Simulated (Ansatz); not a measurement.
**H2Si–B, quartet: vertical spin and charge gaps**

Geometry (PBE0/def2-TZVP stationary point for this spin, not checked as a minimum):

```xyz
4

Si    0.0000    0.0000    0.4518
B     0.0000    0.0000   -1.4188
H     0.0000    1.2127    1.3144
H     0.0000   -1.2127    1.3144
```

Basis 6-31G; Ansatz 0.2.0. Correlated methods freeze the noble-gas cores. R marks a restricted (for open shells ROHF) determinant, U an unrestricted one. Active spaces: valence = (9e, 10o) chosen from the atoms' valence shells.

Gaps are energies of the second state less the first, at fixed atoms, for a selection of the levels run; each method lands on the state that its own search finds for that charge and spin.

Unrestricted rows (U, and Kohn–Sham where it breaks symmetry) aren't spin-pure: their determinants' ⟨S²⟩ exceeds S(S+1) by up to 0.53, so they mix in states of higher spin. HF rows: RHF is the determinant under the cluster runs, UHF is the lowest solution found. Coupled cluster chose its determinant by a search with trial CCSD, here up to 0.12 eV above the lowest Hartree–Fock solution of its kind, and MP2 stands on that determinant too. For open shells CISD and CISDTQ are restricted-active-space CI with the open shells as a complete middle space. A value is left out where its run failed or describes another state than the reference as far as symmetry and spin tell, or, spin-broken singlets apart, can't be checked.

**Question.** PBE gives 7.631 eV for removing an electron, to the triplet. Estimate what full CI gives in 6-31G.

**Answer.** Full CI in 6-31G gives 7.248 eV, so against it PBE is off by 0.383 eV, of which a good part can be the reference's own basis and frozen-core error.

| level | gap (eV) | error (meV) |
| --- | --- | --- |
| RHF | 7.225 | -23 |
| UHF | 7.237 | -11 |
| RMP2 | 7.330 | 82 |
| UMP2 | 7.318 | 70 |
| CISD | 7.270 | 22 |
| RCCSD | 7.261 | 13 |
| UCCSD | 7.260 | 12 |
| RCCSD(T) | 7.255 | 7 |
| UCCSD(T) | 7.255 | 7 |
| BCCD(T) | 7.252 | 4 |
| RCCSDT | 7.248 | 0 |
| UCCSDT | 7.248 | 0 |
| CISDTQ | 7.249 | 1 |
| RCCSDT(Q) | 7.248 | 0 |
| UCCSDT(Q) | 7.248 | 0 |
| CASSCF (valence space) | 6.918 | -330 |
| NEVPT2 (valence space) | 7.155 | -93 |
| MRCISD (valence space) | 7.231 | -17 |
| MRCISD+Q (valence space) | 7.242 | -6 |
| r2SCAN | 7.772 | 524 |
| PBE0 | 7.712 | 464 |
| B3LYP | 7.569 | 321 |
| BHLYP | 7.485 | 237 |
| wB97M-V | 7.477 | 229 |
| B2PLYP | 7.409 | 161 |
| RPA-PBE | 7.194 | -54 |

Doublet less quartet: -0.412 eV at UCCSDT(Q).

Large singles or doubles amplitudes warn of static correlation in the H2Si–B doublet.

| level | gap (eV) | error (meV) | ⟨S²⟩ where 0.1 over S(S+1) (first / second) |
| --- | --- | --- | --- |
| RHF | 0.592 | 1004 | – / – |
| UHF | 0.130 | 542 | – / 1.28 |
| RMP2 | -0.086 | 326 | – / – |
| UMP2 | 0.029 | 441 | – / 1.28 |
| CISD | -0.189 | 223 | – / – |
| RCCSD | -0.348 | 64 | – / – |
| UCCSD | -0.341 | 71 | – / 1.28 |
| RCCSD(T) | -0.398 | 14 | – / – |
| UCCSD(T) | -0.382 | 30 | – / 1.28 |
| BCCD(T) | -0.395 | 17 | – / – |
| RCCSDT | -0.407 | 5 | – / – |
| UCCSDT | -0.407 | 5 | – / 1.28 |
| CISDTQ | -0.397 | 15 | – / – |
| RCCSDT(Q) | -0.410 | 2 | – / – |
| CASSCF (valence space) | -0.446 | -34 | – / – |
| NEVPT2 (valence space) | -0.407 | 5 | – / – |
| MRCISD (valence space) | -0.412 | 0 | – / – |
| MRCISD+Q (valence space) | -0.412 | 0 | – / – |
| PBE | -0.409 | 3 | – / – |
| r2SCAN | -0.215 | 197 | – / 0.86 |
| PBE0 | -0.282 | 130 | – / – |
| B3LYP | -0.470 | -58 | – / – |
| wB97M-V | -0.452 | -40 | – / – |
| B2PLYP | -0.377 | 35 | – / 0.93 |
| RPA-PBE | -0.472 | -60 | – / – |

Wrong sign: RHF, UHF, UMP2.

Removing an electron, to the quintet: 12.260 eV at full CI (quartet A2, quintet ion B1, in C2v).

```csv
level,gap (eV),error (meV)
RMP2,12.358,98
UMP2,12.360,100
BCCD(T),12.267,7
CISDTQ,12.259,-1
UCCSDT(Q),12.261,1
CASSCF (valence space),11.993,-267
MRCISD (valence space),12.244,-16
PBE,12.567,307
B3LYP,12.729,469
B2PLYP,12.566,306
```

Sextet less quartet: 6.706 eV at full CI (quartet A2, sextet B2, in C2v).

| level | gap (eV) | error (meV) |
| --- | --- | --- |
| RMP2 | 6.634 | -72 |
| UMP2 | 6.629 | -77 |
| UCCSD(T) | 6.703 | -3 |
| RCCSDT | 6.704 | -2 |
| CISDTQ | 6.704 | -2 |
| UCCSDT(Q) | 6.705 | -1 |
| MRCISD+Q (valence space) | 6.706 | 0 |
| PBE | 7.049 | 343 |
| r2SCAN | 6.910 | 204 |
| B2PLYP | 7.256 | 550 |

In so small a basis the reference is far from its limit while semilocal and hybrid functionals are nearer theirs (RPA and double hybrids share part of the reference's basis error), so the functionals' errors here hold much of the reference's basis and frozen-core error, which can add to them or hide them. The set has no polarisation functions, which weighs most on the reference.

The reference is named with each gap: full CI where it ran, else the highest cluster level, uncertain by about the last step of the series. The frozen core follows each run's orbitals, which can shift R against U totals by a few meV.
